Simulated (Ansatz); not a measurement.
We consider diamond-structure Ge, described by HSE06 (plane waves, PAW; Ansatz, a program for electronic structure).

Numerical settings: plane-wave cutoff 520 eV, 8×8×8 k mesh, finite displacements, scalar-relativistic PAW data made under PBE.

Computed at the level's own relaxed cell.

Space group Fd-3m, origin choice 1 (No. 227); a = b = c = 5.6847 Å, α = β = γ = 90.00°

```tsv
atom	site	symmetry	x	y	z
Ge	8a	-43m	0.0000	0.0000	0.0000
```
(The calculation used a cell of 2 atoms; values per cell refer to that cell.)

Harmonic phonon frequencies (cm⁻¹; i marks an imaginary mode):

```tsv
q point	frequencies
Γ	0 0 0 303 303 303
X	83 83 240 240 270 270
L	[?]
```

Problem. Complete the blanks.

Solution. 
- L, frequencies: 65 65 224 240 287 287

Measured, for comparison: zone-centre TO phonon frequency 304 cm⁻¹ (low temperature, zero-point motion not removed; as tabulated in Tanner et al. (2021), arXiv:2110.11888). Computed (rounded) less measured: zone-centre TO phonon frequency -0.3 %.

No imaginary mode appears at these points.
